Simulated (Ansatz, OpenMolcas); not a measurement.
# Predicting a hybrid from its neighbours: BH3 (borane)

BH3: 4 atoms, total charge 0, spin state singlet. As SMILES, `B`. The shape is that of a PBE0-D4/def2-TZVP optimisation.

The HOMO–LUMO gap y, in eV, basis def2-TZVPPD; a is the functional's share of exact exchange. Programs: Ansatz 0.2.0, OpenMolcas 26.06.

| functional | program | a | y (eV) |
| --- | --- | --- | --- |
| BLYP | Ansatz | 0 | 5.49 |
| TPSS | OpenMolcas | 0 | 5.99 |
| B3LYP | Ansatz | 0.2 | 7.50 |
| PBE0 | Ansatz | 0.25 | ? |
| r2SCAN0 | Ansatz | 0.25 | 8.49 |
| BHLYP | Ansatz | 0.5 | 10.42 |

Problem. Fit y = c + s·a to the known rows and predict PBE0.

Solution. 
1. Means of the 5 rows: a = 0.1900, y = 7.578.
2. Σ(Δa)² = 0.172, Σ(Δa·Δy) = 1.6334, so the slope is 1.6334/0.172 = 9.4965.
3. Intercept: 7.578 − (9.4965) × 0.1900 = 5.774. The largest residual of the fit is 0.34.
4. PBE0: 5.774 + (9.4965) × 0.25 = 8.15 eV.

The run gave 7.96 eV, so the prediction is off by +0.19 eV, within the scatter of the fit. Exact exchange lowers occupied levels and raises empty ones. The rows mix families of semi-local functionals, which the line can't see.
